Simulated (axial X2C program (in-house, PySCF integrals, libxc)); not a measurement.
**BOH: properties at the nuclei**

Calculated with an axial X2C code built on PySCF integrals: two-component X2C with atomic mean-field Coulomb and Gaunt terms, Gaussian nuclei, basis B dyall-v3z, O dyall-av3z, H dyall-v3z with contracted cores.

B–O–H held linear, with bonds 1.273 and 0.952 Å (near the PBE0 minimum at charge 0 of the determinant lowest at the starting distance; the state shown can have its own minimum elsewhere, held linear; other orders of the atoms were not compared).

Determinant lowest in the PBE0 search, Ω = 0 (closed shell), highest spinor 44% B s, 30% B p, 10% O p:

| level | qzz B (a.u.) | qzz O (a.u.) | qzz H (a.u.) | μ (D) |
| --- | --- | --- | --- | --- |
| PBE0 | -0.46 | 1.28 | 0.49 | 3.81 |
| HF | -0.50 | 1.30 | 0.49 | 3.82 |
| TPSSh | -0.45 | 1.29 | 0.49 | 3.82 |

qzz is the electric field gradient, eQq0 = 234.96 MHz × Q/barn × qzz; μ is positive if the H end (last atom) is positive. The operators were transformed with the bare-nucleus X2C matrices; with these basis sets, hyperfine constants and field gradients can be off by tens of per cent, and where levels differ in sign neither size nor sign is settled.

With Q(11B) = 0.04059 barn, Q(17O) = -0.02558 barn (Q from Pyykkö, Mol. Phys. 2018), turn the PBE0 values of the first state into constants in MHz.

eQq0(11B) = 234.96 × (0.04059) × (-0.46) = -4.39 MHz; eQq0(17O) = 234.96 × (-0.02558) × (1.28) = -7.69 MHz.

The molecule was held linear; bending was not examined, so a bent shape may lie lower.

Each state is one determinant with collinear spin. The search compared states at one distance, so a state with another bond length can lie lower.
